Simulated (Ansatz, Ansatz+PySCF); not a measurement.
```xyz
3

O    -0.0324    0.8727   -0.7324
H    -0.0169    1.5993   -0.0628
Cl   -0.0318   -0.4886    0.3044
```

RHF on singlet HClO was run in several spherical basis sets with Ansatz (development build ahead of 0.2.0).

(1) Rank the basis sets by the total energy that they give, lowest first, with the distance from the lowest.
A. 6-31G
B. def2-SVP
C. aug-cc-pVDZ
D. def2-TZVP
E. 6-31G(d)

Results:

(1) D (0.00 eV), C (0.74 eV), E (2.05 eV), A (3.39 eV), B (7.07 eV).

Totals follow the description of the cores as much as that of the bonds, so this order isn't one of quality for chemistry.
